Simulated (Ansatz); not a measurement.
**P₄: one species, many methods**

Aim: compute P₄ with functionals from several rungs and with coupled cluster. The yardstick is the atomisation energy at the CCSD(T) limit.

Computed with Ansatz 0.2.0, Gaussian basis. Level: functionals in def2-TZVPP, the program's frozen cores in correlated methods.

Levels to be run: LDA (SPW92), PBE-D4, revPBE-D4, BLYP-D4, r2SCAN-D4, B97M-V, PBE0-D4, B3LYP-D4, r2SCANh-D4, r2SCAN0-D4, HSE06-D4, BHLYP-D4, CAM-B3LYP-D4, LC-ωPBE, ωB97X-V, ωB97M-V, B2PLYP, PBE-QIDH; CCSD(T)/def2-SVP; CCSD(T)/def2-TZVPP; MP2/def2-QZVPP; extrapolation to the limit; RPA on PBE.

### Step 1. Structure used throughout

An earlier PBE0-D4 in a triple-zeta def2 set relaxation fixed the geometry.

SMILES `p12p3p1p23`, 4 atoms, charge 0, spin multiplicity 1.

Atoms are counted from 1 here; the program's logs count them from 0.

Bond lengths: P1–P2 2.184 Å, P1–P3 2.184 Å, P1–P4 2.184 Å, P2–P3 2.184 Å, P2–P4 2.184 Å, P3–P4 2.184 Å. Angles: P2–P1–P3 60.0°, P2–P1–P4 60.0°, P3–P1–P4 60.0°, P1–P2–P3 60.0°, P1–P2–P4 60.0°, P3–P2–P4 60.0°, P1–P3–P2 60.0°, P1–P3–P4 60.0°, P2–P3–P4 60.0°, P1–P4–P2 60.0°, P1–P4–P3 60.0°, P2–P4–P3 60.0°.

### Step 2. LDA

This LDA is Slater exchange with PW92 correlation.

in.yaml reads:

```yaml
crystal:
  periodic: [false, false, false]
  atoms:
    - {symbol: P, position_ang: [-0.724800, -0.099991, 1.119382]}
    - {symbol: P, position_ang: [1.294853, 0.109804, 0.315680]}
    - {symbol: P, position_ang: [-0.184987, -1.091725, -0.749847]}
    - {symbol: P, position_ang: [-0.385065, 1.081922, -0.685226]}
basis:
  gaussian: {orbitals: def2-TZVPP}
hamiltonian: {xc: lda}
output: {orbitals: {seedname: orbitals}}
```

Further steps of the session: PBE-D4 (GGA); revPBE-D4 (GGA); BLYP-D4 (GGA); r2SCAN-D4 (meta-GGA); B97M-V (meta-GGA); PBE0-D4 (hybrid); B3LYP-D4 (hybrid); r2SCANh-D4 (hybrid); r2SCAN0-D4 (hybrid); HSE06-D4 (hybrid); BHLYP-D4 (hybrid); CAM-B3LYP-D4 (range-separated); LC-ωPBE-D4 (range-separated); ωB97X-V (range-separated); ωB97M-V (range-separated); B2PLYP (double hybrid); PBE-QIDH (double hybrid); CCSD(T) in def2-SVP; CCSD(T) in def2-TZVPP; MP2 in def2-QZVPP; RPA on PBE orbitals.

Q: Predict the results of all the runs planned. Wanted: atomisation energy, CCSD(T)/CBS; farthest beyond LDA; mean size of error, GGA; mean size of error, meta-GGA; mean size of error, hybrid; mean size of error, range-separated; mean size of error, double hybrid; gap, smallest and largest; T1 diagnostic.

**Answer**, as computed:

| quantity | value |
| --- | --- |
| atomisation energy, CCSD(T)/CBS | 1201.2 kJ/mol |
| functionals within 6.0 kJ/mol (0.5 %) | PBE-QIDH |
| farthest beyond LDA | B97M-V (+125.1 kJ/mol) |
| mean size of error, GGA | 79.8 kJ/mol |
| mean size of error, meta-GGA | 79.5 kJ/mol |
| mean size of error, hybrid | 36.6 kJ/mol |
| mean size of error, range-separated | 47.8 kJ/mol |
| mean size of error, double hybrid | 12.5 kJ/mol |
| gap, smallest and largest | 5.02 eV (BLYP-D4), 11.45 eV (LC-ωPBE) |
| T1 diagnostic | 0.0178 |
| triples share of the correlation energy | 7.0 % |

In words: The LDA atomisation energy is off by 338.0 kJ/mol (28 %): it overbinds. PBE-D4 misses by +118.6 kJ/mol. Double hybrids carry the basis error of their MP2 part in triple zeta, and no dispersion term here, so their miss is partly the set-up's. Taken by rung, double hybrid functionals do best (12.5 kJ/mol on average) and GGA ones worst beyond LDA (79.8 kJ/mol). RPA and LDA stand outside this count. Misses under about 6.0 kJ/mol are within the doubt on the reference itself, which lacks core-valence correlation, relativity and higher excitations. Hartree-Fock recovers 42 % of the binding; the rest is correlation. CCSD(T) in def2-SVP is off by -306.0 kJ/mol, which most functionals beat. The gap grows from 5.0 to 11.5 eV across the functionals, mostly with the share of exact exchange.
